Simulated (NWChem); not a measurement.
Species: water (H2O); SMILES O

Program: NWChem. Pople sets run with spherical d functions. Each level has its own optimisation; frequencies are unscaled.

```json
[
 {"level": "CAM-B3LYP/def2-SVP", "r H–O (Å)": "0.965", "highest harmonic frequency (cm⁻¹)": "3932", "lowest (cm⁻¹)": "1632", "zero-point energy (kcal/mol)": "13.4"},
 {"level": "B3LYP/6-31G*", "r H–O (Å)": "0.969", "highest harmonic frequency (cm⁻¹)": "___", "lowest (cm⁻¹)": "___", "zero-point energy (kcal/mol)": "13.3"},
 {"level": "B3LYP/3-21G", "r H–O (Å)": "0.997", "highest harmonic frequency (cm⁻¹)": "3555", "lowest (cm⁻¹)": "1693", "zero-point energy (kcal/mol)": "12.4"},
 {"level": "PBE0/def2-TZVP", "r H–O (Å)": "0.960", "highest harmonic frequency (cm⁻¹)": "3959", "lowest (cm⁻¹)": "1622", "zero-point energy (kcal/mol)": "13.5"},
 {"level": "PBE-D3(BJ)/def2-SVP", "r H–O (Å)": "0.975", "highest harmonic frequency (cm⁻¹)": "3790", "lowest (cm⁻¹)": "1609", "zero-point energy (kcal/mol)": "13.0"}
]
```

Q: What belongs in the gaps?

A: 
- B3LYP/6-31G*, highest harmonic frequency (cm⁻¹): 3845
- B3LYP/6-31G*, lowest (cm⁻¹): 1711
